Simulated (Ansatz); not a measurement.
Born–Oppenheimer molecular dynamics of C2H3Si (6 atoms, charge 0, multiplicity 2). It starts at the highest image of a converged band, a first-order saddle point between two minima.

Theory: Ansatz 0.2.0, UKS PBE0/6-31G*.

```json
{
 "ensemble": "NVE (velocity Verlet)",
 "time step": "0.5 fs",
 "steps asked": "200",
 "starting velocities drawn for": "300 K",
 "seed": "9540"
}
```

First frame:

```xyz
6
Properties=species:S:1:pos:R:3
C -0.499 -1.332 -0.270
C -0.303 -0.128 0.005
Si -0.052 1.692 0.138
H -0.620 -2.367 -0.510
H 0.724 0.579 -0.782
H 0.750 1.556 1.419
```

What does the run give?

All steps were run.

```json
{
  "steps done": "200",
  "time covered": "100 fs",
  "mean temperature over the second half": "1183 K",
  "spread of the potential energy over the second half": "24.9 meV per atom",
  "mean potential energy of the second half above the start": "-76.0 meV per atom"
}
```

The conserved energy stayed within 0.16 meV per atom of its start (net change 0.084 meV per atom), so the integration is sound. The kinetic energy rose, since the run started high on the potential surface and went downhill. A run of 0.1 ps of so small a system gives no equilibrium averages.

What happens to the structure?

Between its relaxed ends the band would form C2–H5 and break Si3–H5. These pairs go: C2–H5 1.47 → 1.04 Å, Si3–H5 1.64 → 2.69 Å. In the last frame they stand as after the step (other bonds may differ from the relaxed reactants and products). Also joined: C1–Si3 3.08 → 1.96 Å. It ends as one piece, C2H3Si. Pairs count as bonded within 1.25 times the sum of covalent radii (0.12 Å more for H–H). The details hang on the random start.

How do temperature and energy run in time?


| time (fs) | T (K) | potential energy less start (eV) | conserved less start (meV/atom) |
| --- | --- | --- | --- |
| 0 | 300 | 0.000 | 0.00 |
| 5 | 252 | 0.025 | 0.03 |
| 10 | 289 | 0.006 | 0.01 |
| 15 | 275 | 0.013 | 0.03 |
| 20 | 335 | -0.018 | -0.01 |
| 25 | 386 | -0.044 | 0.04 |
| 30 | 426 | -0.065 | 0.06 |
| 35 | 415 | -0.059 | 0.04 |
| 40 | 629 | -0.170 | 0.00 |
| 45 | 854 | -0.287 | -0.01 |
| 50 | 792 | -0.254 | 0.05 |
| 55 | 780 | -0.248 | 0.08 |
| 60 | 849 | -0.284 | 0.01 |
| 65 | 964 | -0.344 | -0.06 |
| 70 | 1206 | -0.469 | -0.11 |
| 75 | 1305 | -0.520 | -0.09 |
| 80 | 1266 | -0.500 | -0.06 |
| 85 | 1328 | -0.532 | 0.01 |
| 90 | 1467 | -0.604 | -0.01 |
| 95 | 1434 | -0.586 | 0.08 |
| 100 | 1989 | -0.873 | 0.08 |

The run took 11 min on 1 thread of Intel(R) Xeon(R) Processor @ 2.70GHz, with other jobs on the host, peak memory 0.14 GiB.
